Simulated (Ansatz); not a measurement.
Two isomers of C3H3N: A = `[H]/N=C\C#C`, B = `C=C=C=N`.

Program: Ansatz. Geometries: PBE0-D4/def2-TZVP. ΔE: electronic, gas phase. CCSD(T)/CBS adds triple-zeta CCSD(T) − MP2 to the extrapolated MP2 energy (def2 sets, frozen cores). This one scheme is used for every species. Functionals use def2-TZVPP. B3LYP here is the variant with VWN-RPA as its local correlation; programs differ in this. Each species was taken in one conformer, which may not be the lowest.

Which isomer does CCSD(T)/CBS put lower? Give the gap. (Best estimate.)

Computed: A, by 26.4 kJ/mol.

Give E(B) − E(A) in kJ/mol with PBE-D4, HF/def2-TZVPP, ωB97M-V, B3LYP, B3LYP-D4, MP2/def2-TZVPP, CCSD(T)/def2-TZVPP. (Best estimate.)

The calculation gave: PBE-D4 -11.0, HF/def2-TZVPP 34.9, ωB97M-V 17.4, B3LYP 0.3, B3LYP-D4 1.1, MP2/def2-TZVPP 33.5, CCSD(T)/def2-TZVPP 25.5. The order is the other way round with PBE-D4.

Does the order hold for the free energy at 298.15 K (harmonic terms from PBE0-D4)? (Best estimate.)

Ansatz gave: Yes: G(B) − G(A) = +23.4 kJ/mol, for one conformer each.

Largest T1 diagnostic: 0.016.

From r2SCAN to r2SCAN0 (25 % exact exchange), in def2-TZVPP and without D4, E(B) − E(A) moves by +9.6 kJ/mol. Leaving LDA and LC-ωPBE aside and taking each functional with its dispersion term where it has one, the values, not all of them listed here, spread over 29.7 kJ/mol, from PBE-D4 to PBE-QIDH. LDA lies −5.0 kJ/mol from PBE without D4.
